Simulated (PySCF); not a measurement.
Gas-phase reaction: HO2 ⇌ 2 O + H

Computed with PySCF and rigid-rotor harmonic-oscillator thermochemistry at 1 bar. 'Table' is the NASA 1993 thermochemical table (part measured, part estimated). † marks an energy on the PBE0/def2-TZVP geometry and frequencies; other levels use their own. CCSD(T) freezes the core. 6-31G* has spherical d functions here. Open shells (unrestricted): HO2 (multiplicity 2), O (multiplicity 3, electronic degeneracy 9), H (multiplicity 2). Spin-orbit splitting is ignored; it lowers the true energy and changes the entropy of O. B3LYP is the form with VWN-RPA correlation. CCSD(T) isn't extrapolated to the basis-set limit; its ΔH°(298 K) is 617.9 kJ in def2-SVP and 666.4 kJ in def2-TZVPP. The harmonic model lacks anharmonicity and excited electronic states, which grow with temperature; levels with a mode under 35 cm⁻¹ are left out. The table's entry may be an old estimate for HO2 (not checked at source).

log10 K (1 bar standard state):

```tsv
T (K)	table	B3LYP/6-31G*	BLYP/def2-TZVP†	CCSD(T)/def2-TZVPP†	HF/6-31G*
500	-62.5	-61.9	-67.3	-58.5	-13.8
800	-34.6	-34.2	-37.6	-32.1	-4.1
1200	-19.0	-18.7	-20.9	-17.3	1.4
1800	-8.5	-8.3	-9.7	-7.3	5.1
2000	-6.4	-6.2	-7.5	-5.3	5.9
```
Ten kJ in ΔG° is worth 1.04 decades in K at 500 K and 0.26 at 2000 K.
